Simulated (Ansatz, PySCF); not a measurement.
Gas-phase enthalpy of formation at 298 K, by the atomisation route, of CC (C2H6) (SMILES; C2H6, ethane). Each molecule is optimised on its own at B3LYP-D3(BJ)/def2-TZVP (Ansatz, a program for electronic structure). Valence correlation only, unless marked. UHF or UKS for open shells. Spin-orbit coupling is left out. Non-relativistic. CBS(X,Y): correlation extrapolated as X^-3; Hartree-Fock from the larger set. [CCSD(T)-MP2]/basis is that difference in the basis named. Thermal terms are rigid-rotor harmonic-oscillator values from B3LYP-D3(BJ) frequencies (PySCF) at 298.15 K and 1 atm. 1 Eh = 627.5095 kcal/mol.

| species | count | E, RI-MP2/CBS(def2-TZVPPD,def2-QZVPPD)+[CCSD(T)-MP2]/def2-TZVPPD (Ansatz) (Eh) | E, PBE/def2-TZVPD (Ansatz) (Eh) | measured ΔHf at 0 K (kcal/mol) | H(298) - H(0) of the element (kcal/mol) |
|---|---|---|---|---|---|
| CC (C2H6) | 1 | -79.71825 | -79.73096 | - | - |
| C atom | 2 | -37.79171 | -37.79605 | 169.98 | 0.25 |
| H atom | 6 | -0.49998 | -0.49962 | 51.63 | 1.01 |

Molecule: zero-point energy 46.71, H(298) - H(0) 2.78 kcal/mol. The route leaves out scalar relativity and anharmonic zero-point terms, the atoms' spin-orbit terms, and in the frozen-core level the core correlation. Atomic data: G2/97 table in ASE.

Problem. Work out De, D0 and ΔHf at 0 and 298 K at both levels, and their errors against the measured value.

Solution. 
The atoms' values sum to 649.74 (0 K) and 6.56 (thermal), in kcal/mol.
- RI-MP2/CBS(def2-TZVPPD,def2-QZVPPD)+[CCSD(T)-MP2]/def2-TZVPPD: De = 712.19; D0 = 712.19 - 46.71 = 665.48; ΔHf(0 K) = 649.74 - 665.48 = -15.74; ΔHf(298 K) = -15.74 + 2.78 - 6.56 = -19.52; error +0.5.
- PBE/def2-TZVPD: De = 716.08; D0 = 716.08 - 46.71 = 669.37; ΔHf(0 K) = 649.74 - 669.37 = -19.63; ΔHf(298 K) = -19.63 + 2.78 - 6.56 = -23.41; error -3.4.
Measured: -20.0 kcal/mol (Active Thermochemical Tables 1.112 (ions: stationary electron), as tabulated in the package chemicals).
